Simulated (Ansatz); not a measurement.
`C=CC(=C)CC` and `C=CC(=C)CF` differ in one atom or group.

Ansatz, PBE0-D4/def2-TZVP geometries, multiplicity 1. Each molecule was computed in one conformer, which needn't be the lowest.

| property | `C=CC(=C)CC` |
| --- | --- |
| LUMO energy (PBE/def2-TZVPP) / eV | -1.74 |
| HOMO–LUMO gap (B3LYP/def2-TZVPP) / eV | 5.47 |
| LUMO energy (PBE0/def2-TZVPP) / eV | -0.79 |
| size of the dipole moment (B3LYP/def2-TZVPP) / D | 0.28 |
| HOMO–LUMO gap (PBE/def2-TZVPP) / eV | 3.97 |
| HOMO energy (B3LYP/def2-TZVPP) / eV | -6.47 |

Problem. Give the same properties after the change, and the shifts. (Estimate.)

Solution. Computed: 
```
                                        property  `C=CC(=C)CF`  shift
               LUMO energy (PBE/def2-TZVPP) / eV         -1.97  -0.23
           HOMO–LUMO gap (B3LYP/def2-TZVPP) / eV          5.55   0.08
              LUMO energy (PBE0/def2-TZVPP) / eV         -1.03  -0.24
size of the dipole moment (B3LYP/def2-TZVPP) / D          1.55   1.27
             HOMO–LUMO gap (PBE/def2-TZVPP) / eV          4.04   0.07
             HOMO energy (B3LYP/def2-TZVPP) / eV         -6.79  -0.32
```

With PBE0 the HOMO falls by 0.32 eV and the LUMO falls by 0.24 eV, so the gap widens by about 0.08 eV. PBE moves the HOMO by -0.30 eV and ωB97M-V by -0.32 eV. Dipoles are sizes alone; their direction can turn.

B3LYP here is the variant with VWN-RPA as its local correlation; programs differ in this.
